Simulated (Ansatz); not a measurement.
A nudged elastic band was laid between two geometries of BFH₄O (7 atoms, charge 0, multiplicity 1).

Theory: RKS B3LYP-D4/def2-SVP in Ansatz 0.2.0.

| Quantity | Value |
| --- | --- |
| movable images | 7 |
| climbing image | yes |
| spring | 5.0 eV/Å² |
| optimiser | fire |
| start path | through a guess of the saddle point |
| force threshold | 0.05 eV/Å |
| iteration limit | 60 |
| end points | relaxed |
| largest step | 0.02 Å |

First end point:

```xyz
7
Properties=species:S:1:pos:R:3
B -0.010 0.005 0.060
F -0.396 0.488 1.287
H 1.158 0.182 -0.229
H -0.858 0.048 -0.811
O 0.015 -1.720 0.361
H -0.873 -1.980 0.660
H 0.606 -1.877 1.117
```

Last end point:

```xyz
7
Properties=species:S:1:pos:R:3
B -0.154 -0.318 -0.569
F 0.884 -0.527 2.561
H 0.568 0.591 -0.260
H -0.660 -0.428 -1.660
O -0.396 -1.260 0.381
H -0.979 -1.981 0.109
H 0.379 -0.930 1.883
```

Problem. What changes between the two ends?

Solution. Bonds broken: B1–F2, O5–H7. Bonds formed: F2–H7. BFH4O becomes BH3O + FH.

Problem. Give the energies along the band, and the barrier.

Solution. The forces met the threshold. The highest image is number 4 of 0 to 8, 0.87 eV above the first end and 0.53 eV above the last; the last end lies 0.34 eV above the first. Another band between the same ends (7 images) ends at a top of the same energy, where a vibrational analysis finds 1 clearly imaginary mode. The orbitals stay closed-shell, which can raise the energy where a bond breaks towards radicals; this wasn't checked here.

```tsv
image	path coordinate (Å)	energy (eV)	B1–F2 (Å)	O5–H7 (Å)	F2–H7 (Å)
0	0.00	0.00	1.37	0.97	2.57
1	0.46	0.01	1.38	0.97	2.35
2	0.91	0.02	1.38	0.97	2.15
3	1.35	0.26	1.45	1.01	1.61
4	1.80	0.87	1.67	1.28	1.12
5	2.49	0.44	2.37	1.82	0.94
6	3.19	0.38	2.85	1.82	0.93
7	3.88	0.36	3.11	1.75	0.94
8	4.58	0.34	3.30	1.72	0.94
```

Problem. What is the geometry of the highest image?

Solution. 
```xyz
7
Properties=species:S:1:pos:R:3
B 0.073 -0.270 -0.070
F -0.037 0.108 1.555
H 1.138 0.143 -0.446
H -0.963 0.056 -0.595
O 0.118 -1.706 0.381
H -0.698 -2.181 0.170
H 0.011 -1.004 1.451
```

Run time: 6.8 min on 1 thread of Arm Neoverse V2, on a shared host, peak memory 0.12 GiB.
